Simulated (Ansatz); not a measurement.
Basis-set series for `[O]=[Al][Cl]`. The species carries charge 0 and has multiplicity 1. The geometry is a stationary point of PBE0-D4/def2-TZVP.

```xyz
3

O     1.2428   -1.2009    0.2596
Al    0.1106   -0.1068    0.0231
Cl   -1.3534    1.3077   -0.2827
```

```csv
functional,basis,functions,energy (Eh),HOMO (eV),LUMO (eV)
PBE0-D4,def2-SVP,50,-777.26801,-7.76,-2.47
PBE0-D4,def2-QZVPP,197,-777.63805,-7.95,-2.66
ωB97M-V,def2-SVP,50,-777.56132,-10.07,-0.60
ωB97M-V,def2-QZVPP,197,-777.93048,-10.34,-0.92
```

**Question.** Give the rows for def2-TZVPP. (Estimate.)

**Answer.** Computed: 
```tsv
functional	basis	functions	energy (Eh)	HOMO (eV)	LUMO (eV)
PBE0-D4	def2-TZVPP	115	-777.61271	-7.90	-2.60
ωB97M-V	def2-TZVPP	115	-777.90621	-10.28	-0.76
```
